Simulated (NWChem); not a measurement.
Species: BF3; SMILES FB(F)F

```xyz
4

B      0.0000     0.0000    -0.0023
F     -0.3492    -1.2763     0.0004
F     -0.9307     0.9406     0.0004
F      1.2799     0.3357     0.0004
```
Atoms are numbered in this order, from 1.

All runs use the structure optimised with PBE-D3(BJ)/def2-SVP.

 Unshifted, non-relativistic core excitations; the lowest 4 roots alone, so stronger bands may lie above.

### Question
List the first B K-edge excitations from PBE0/6-311G** (spherical d), restricted-window TDA (NWChem).

### Answer
```
state  energy (eV)  dipole oscillator strength           leading excitation (squared amplitude)
-----  -----------  --------------------------  -----------------------------------------------
S1           186.4                      0.0865    1s of atom 1 or its equivalents → LUMO (0.98)
S2           188.5                      0.0000  1s of atom 1 or its equivalents → LUMO+1 (1.00)
S3           192.6                      0.0101  1s of atom 1 or its equivalents → LUMO+2 (0.99)
S4           192.6                      0.0101  1s of atom 1 or its equivalents → LUMO+3 (0.99)
```
